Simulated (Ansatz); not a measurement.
Molecular dynamics of BH$_{3}$NS, charge -1

input.yaml

```yaml
crystal:
  periodic: [false, false, false]
  atoms:
    - { symbol: "N", position_ang: [-0.613775, -0.18945, -1.215866] }
    - { symbol: B, position_ang: [0.379336, -0.441807, -0.333188] }
    - { symbol: S, position_ang: [0.651016, 0.282161, 1.447076] }
    - { symbol: H, position_ang: [-1.295357, 0.484219, -0.850273] }
    - { symbol: H, position_ang: [1.316926, -1.219355, -0.54645] }
    - { symbol: H, position_ang: [-0.438146, 1.084232, 1.498701] }
total_charge: -1
basis:
  gaussian: { orbitals: def2-SVP }
hamiltonian:
  xc: pbe0
  dispersion: d4
md:
  timestep: 1.0
  n_steps: 240
  ensemble: nve
  temperature: 500.0
  initial_velocities: maxwell_boltzmann
  seed: 345864
```

Command:

```bash
$ ansatz run input.yaml --threads 1 --pin off --max-ram 2048MiB --backend cpu --events-out ev --progress --plain --runs-dir out
```

It starts from a relaxed structure.

Output, in part (step lines, the closing report, with atoms numbered from 0):

```
md step     0: t =     0.00 fs  T =   500.0 K  F+E_penalty+E_count = -13040.54133538 eV  E_kin = 0.258520 eV  conserved = -13040.28281539 eV  (23 SCF iters)
[... lines left out ...]
Total energy: -13040.40882080 eV, -479.2261850577 hartree
Atom 0 at    -0.637650    -0.226052    -1.283451 Å, force    -0.479082     0.448597     0.123304 eV/Å
Atom 1 at     0.366690    -0.397943    -0.408012 Å, force     0.397981    -0.523608     0.451713 eV/Å
Atom 2 at     0.662219     0.278801     1.506620 Å, force     0.009284    -0.217268    -0.787102 eV/Å
Atom 3 at    -1.416037     0.373699    -0.967473 Å, force     0.363862    -0.115719    -0.023533 eV/Å
Atom 4 at     1.303574    -1.206732    -0.668671 Å, force    -0.216946     0.526145     0.392088 eV/Å
Atom 5 at    -0.193055     1.327222     1.585874 Å, force    -0.075098    -0.118146    -0.156470 eV/Å
Dipole moment:    -0.101690     0.433886     0.664325 e Å
```

The steps, from the saved trajectory:

```
time (fs)  T (K)  potential energy less start (eV)  conserved less start (meV/atom)
      0.0    500                             0.000                             0.00
      8.0    248                             0.132                             0.18
     16.0    199                             0.157                             0.17
     24.0    133                             0.191                             0.19
     32.0    264                             0.124                             0.24
     40.0    228                             0.143                             0.33
     48.0    232                             0.140                             0.18
     56.0    263                             0.123                             0.07
     64.0    320                             0.094                             0.15
     72.0    309                             0.100                             0.17
     80.0     71                             0.223                             0.27
     88.0    230                             0.141                             0.28
     96.0    373                             0.067                             0.21
    104.0    385                             0.060                             0.06
    112.0    162                             0.176                             0.18
    120.0    179                             0.167                             0.19
    128.0    158                             0.178                             0.18
    136.0    220                             0.146                             0.25
    144.0    247                             0.132                             0.27
    152.0    281                             0.114                             0.11
    160.0    394                             0.055                             0.02
    168.0    284                             0.113                             0.23
    176.0    190                             0.161                             0.20
    184.0    100                             0.208                             0.20
    192.0    235                             0.139                             0.25
    200.0    350                             0.079                             0.22
    208.0    337                             0.085                             0.05
    216.0    247                             0.132                             0.08
    224.0    198                             0.158                             0.28
    232.0    214                             0.149                             0.20
    240.0    245                             0.133                             0.15
```

The run went to its last step. The conserved energy stayed within 0.35 meV per atom of its start (net change 0.15 meV per atom), so the integration is sound. The temperature averaged 0.49 of the 500 K drawn at the start: a run that starts near a minimum puts about half its kinetic energy into the potential. A run of 0.24 ps of so small a system gives no equilibrium averages. Limits of this set-up: an anion without diffuse functions, the dipole of an ion depends on the origin.

The same pairs are bonded in the first frame and the last. Pairs count as bonded within 1.25 times the sum of covalent radii (0.12 Å more for H–H).

Last frame:

```xyz
6
Properties=species:S:1:pos:R:3
N -0.638 -0.226 -1.284
B 0.367 -0.398 -0.408
S 0.662 0.279 1.507
H -1.416 0.374 -0.968
H 1.304 -1.207 -0.669
H -0.193 1.327 1.586
```

Run time: 4.5 min on 1 thread of Arm Neoverse V2, with other jobs on the host, peak memory 0.11 GiB.
